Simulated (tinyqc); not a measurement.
Ways to converge the cycle: SCF convergence aids in the sto-6g basis, for LiH, spin multiplicity 3. Computed by the program tinyqc with PySCF. UHF with one setting changed at a time; a run stops when the energy changes by less than 1e-09 hartree and the error matrix is below 1e-5. The start is the core Hamiltonian. Damping d keeps d of the old density; a shift (hartree) raises the virtual levels; DIIS n extrapolates F over n matrices.

Geometry (angstrom):

| atom | x | y | z |
|---|---|---|---|
| Li | 0.0000 | 0.0000 | 0.0000 |
| H | 0.0000 | 0.0000 | 1.8450 |

lowest solution found by these runs and by PySCF with stability checks = -7.862669 hartree

Largest element of the error matrix X^T (FDS - SDF) X:

| iteration | plain | damping 0.3 | damping 0.6 | shift 0.4 | DIIS 3 | DIIS 8 |
|---|---|---|---|---|---|---|
| 1 | 1.2e-01 | 1.2e-01 | 1.2e-01 | 1.2e-01 | 1.2e-01 | 1.2e-01 |
| 2 | 3.8e-02 | 5.8e-02 | 7.8e-02 | 5.9e-02 | 3.8e-02 | 3.8e-02 |
| 3 | 1.4e-02 | 3.2e-02 | 5.8e-02 | 3.3e-02 | 9.5e-03 | 9.5e-03 |
| 4 | 5.9e-03 | 1.8e-02 | 4.3e-02 | 2.0e-02 | 3.2e-04 | 3.2e-04 |
| 5 | 2.4e-03 | 9.9e-03 | 3.2e-02 | 1.2e-02 | 7.4e-05 | 3.9e-05 |
| 6 | 9.5e-04 | 5.8e-03 | 2.4e-02 | 7.6e-03 | 2.5e-06 | 2.1e-06 |
| 8 | 1.5e-04 | 2.0e-03 | 1.3e-02 | 2.9e-03 | - | - |
| 10 | 2.4e-05 | 6.7e-04 | 7.4e-03 | 1.1e-03 | - | - |
| 14 | - | 7.7e-05 | 2.5e-03 | 1.6e-04 | - | - |
| 20 | - | - | 4.9e-04 | 8.4e-06 | - | - |
| 30 | - | - | 3.2e-05 | - | - | - |

How each run ends:

| run | iterations | E (hartree) | state |
|---|---|---|---|
| plain | 12 | -7.808865 | higher |
| damping 0.3 | 19 | -7.808865 | higher |
| damping 0.6 | 38 | -7.808865 | higher |
| shift 0.4 | 20 | -7.808865 | higher |
| DIIS 3 | 7 | -7.808865 | higher |
| DIIS 8 | 7 | -7.808865 | higher |

What does the comparison show, and why?

No run reaches the lowest solution found. Ending on a higher stationary point: plain, damping 0.3, damping 0.6, shift 0.4, DIIS 3, DIIS 8; a small error matrix cannot reveal that, and an occupation fixed by the start is kept by symmetry or by the shape of the basin. Plain steps already contract here, so damping only slows them. DIIS 3 and DIIS 8 gain by cancelling the error over several earlier matrices, much as a quasi-Newton step does.
